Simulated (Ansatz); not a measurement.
# SbH₂⁻, quintet in def2-TZVPD: errors against UCCSDT(Q)

Geometry: that of the SbH2⁻, triplet, kept fixed. The triplet lies 2.8 eV lower here.

```yaml
atoms:
  - { symbol: Sb, position_ang: [0.0000, 0.0000, 0.0000] }
  - { symbol: H, position_ang: [0.0000, 0.0000, -2.1109] }
  - { symbol: H, position_ang: [0.0000, 0.0000, 2.1109] }
```

Basis def2-TZVPD with its core potentials; Ansatz 0.2.0. Only valence electrons are correlated (noble-gas cores and the filled d shells of p-block atoms frozen), which leaves 8 electrons in 65 orbitals. Prefix R: restricted or restricted open-shell reference; prefix U: unrestricted. Active spaces: valence = (8e, 6o) chosen from the atoms' valence shells. No spin–orbit coupling is included; scalar relativity enters through the core potentials alone. This anion state lies near or above the neutral species, so the extra electron is weakly bound or unbound and the energies hang on the diffuse functions.

Full CI isn't at hand for all of this; UCCSDT(Q) serves as the reference, and is uncertain by the last step of the cluster series or more. The frozen core follows each run's orbitals, which can shift R against U totals by a few meV for light atoms and by up to 0.1 eV past Ca.

Unrestricted rows (U) aren't spin-pure: their determinants' ⟨S²⟩ exceeds S(S+1) by up to 0.13, so they mix in states of higher spin.

The UHF ⟨S²⟩ is 6.127 and the T1 diagnostic (RCCSD) is 0.0322. The largest doubles amplitude (RCCSD) is 0.112 and the T1 diagnostic (UCCSD) is 0.0349.

```
   level  E − E(UCCSDT(Q)) (kJ/mol)  wall time
     UHF                      354.6          –
    UMP2                       98.8          –
   UCCSD                       20.2          –
UCCSD(T)                        4.7       22 s
  UCCSDT                        0.8          –
```

Run but not shown, since their state, orbitals or frozen core can't be matched to the reference's or they repeat it: RHF, RMP2, RCCSD, RCCSD(T), BCCD(T), RCCSDT, RCCSDT(Q), CASSCF (valence space), NEVPT2 (valence space), MRCISD (valence space), MRCISD+Q (valence space).

Times hold each run's SCF and search for its determinant on a shared host, so for small cases they say little of a method's own cost; they ran on 1 thread of Arm Neoverse V1. Some runs computed forces too.

Natural occupations of CASSCF (valence space) about the gap: 2.000 2.000 1.000 1.000 1.000 1.000; effectively unpaired electrons, Σ n²(2−n)², 4.00.
